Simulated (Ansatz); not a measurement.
`CCOC(C)(C)C`, 21 atoms. The species carries charge 0 and has multiplicity 1. Hardware: A = 2 threads of an AMD EPYC 7R13 on a shared host and a share of an NVIDIA H100 80 GB; B = 2 threads of an AMD EPYC 7R13 on a shared host. Correlated methods freeze the cores. Open-shell runs search over several starts.

Question: Give the basis size and wall time and peak host memory of each of these runs in Ansatz. RKS PBE0-D4/def2-TZVP relaxation (5 steps) [A]; UHF-MP2/def2-QZVPP energy of the cation [A]; RKS r2SCAN-D4/def2-TZVPP energy and forces [A]; UKS ωB97X-V/def2-TZVPP energy of the cation [A]; UKS B3LYP-D4/def2-TZVPP energy of the cation [A]; UKS r2SCAN-D4/def2-TZVPP energy of the cation [A]; RKS r2SCAN0-D4/def2-TZVPP energy [A]; RKS B2PLYP (frozen core)/def2-TZVPP energy [A]; RKS ωB97M-V/def2-QZVPP energy [A]; direct RPA on PBE orbitals/def2-TZVPP energy [A]; RKS PBE0-D4/def2-SVP energy [B]; RKS PBE0-D4/def2-QZVPP energy [A]. (Best estimate.)

Answer: Computed: Other jobs shared the machine, so times are rough.

| level | job | functions | wall time | peak host memory (GiB) |
| --- | --- | --- | --- | --- |
| RKS PBE0-D4/def2-QZVPP | energy [A] | 819 | 3.4 s | 1.4 |
| direct RPA on PBE orbitals/def2-TZVPP | energy [A] | 413 | 4 s | 2 |
| UKS B3LYP-D4/def2-TZVPP | energy of the cation [A] | 413 | 4.1 s | 1 |
| RKS B2PLYP (frozen core)/def2-TZVPP | energy [A] | 413 | 4.2 s | 2 |
| RKS r2SCAN-D4/def2-TZVPP | energy and forces [A] | 413 | 4.4 s | 0.97 |
| RKS r2SCAN0-D4/def2-TZVPP | energy [A] | 413 | 4.6 s | 0.96 |
| RKS PBE0-D4/def2-SVP | energy [B] | 168 | 4.9 s | 0.55 |
| RKS ωB97M-V/def2-QZVPP | energy [A] | 819 | 6.5 s | 1.5 |
| UKS r2SCAN-D4/def2-TZVPP | energy of the cation [A] | 413 | 8.5 s | 1.1 |
| UKS ωB97X-V/def2-TZVPP | energy of the cation [A] | 413 | 9.5 s | 1.2 |
| RKS PBE0-D4/def2-TZVP | relaxation (5 steps) [A] | 301 | 14 s | 0.95 |
| UHF-MP2/def2-QZVPP | energy of the cation [A] | 819 | 18 s | 8.4 |

B3LYP here is the variant with VWN-RPA as its local correlation; programs differ in this.
